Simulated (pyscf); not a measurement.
`[NH2][AlH][NH2]` + `[H][H]` → `[NH2][AlH2]` + `[NH3]` (four-centre exchange; singlet surface; Al–N, H–H broken, Al–H, H–N formed). PySCF, gas phase, ωB97X-D3(BJ)/def2-SVP geometries. Energies in kcal/mol from the separated reactants.

| level | barrier | reaction energy |
|---|---|---|
| ωB97X-D3(BJ)/def2-TZVP | 22.3 | +16.5 |
| r²SCAN/def2-TZVP | 19.4 | +17.2 |
| B3LYP-D3(BJ)/def2-TZVP | 22.3 | +16.2 |
| M06-2X/def2-TZVP | 24.5 | +19.7 |
| ωB97M-D3(BJ)/def2-TZVP | 22.8 | +15.7 |
| HF/def2-TZVP | 33.8 | +13.0 |

The functionals in the table span 5.1 kcal/mol in this barrier, from r²SCAN to M06-2X. On the product side the descent ends in an adduct with a Al–N contact, 25.8 kcal/mol under the separated species and 31.7 kcal/mol under the saddle at ωB97X-D3(BJ)/def2-TZVP. What is counted as broken (Al–N) persists as a longer contact in the product adduct; parting that adduct is a step of its own. At the saddle there is also a short Al–H contact that neither side keeps. One saddle was located; it need not be the lowest between these sides.
